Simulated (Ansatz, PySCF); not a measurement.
Caution: the restricted solution is unstable towards spin-unrestricted or complex orbitals, so a lower solution exists and this singlet may not be the ground state. This singlet is an excited state, 0.39 eV above the relaxed triplet at the level composite: frozen-core CCSD(T) with HF/cc-pV5Z and the correlation energy extrapolated as X^-3 from cc-pVQZ and cc-pV5Z, plus full CI minus CCSD(T) in cc-pVDZ // PBE0-D3(BJ)/def2-TZVP (Ansatz, an electronic-structure program).

CH₂, SMILES `[CH2]` (excited singlet) (charge 0, multiplicity 1)

Calculation: PBE0-D3(BJ)/def2-TZVP (PySCF).

```json
{
  "HOMO": "-7.31 eV",
  "dipole_moment": "1.91 D",
  "HOMO–LUMO gap": "3.78 eV",
  "LUMO": "-3.53 eV",
  "total_energy": "-1063.63 eV",
  "cost": "about 2.1 core-seconds (a rough figure)"
}
```

```xyz
3

C     -0.0015     0.4688     0.0000
H      0.8628    -0.2317     0.0000
H     -0.8614    -0.2371     0.0000
```
Charge 0, spin multiplicity 1.
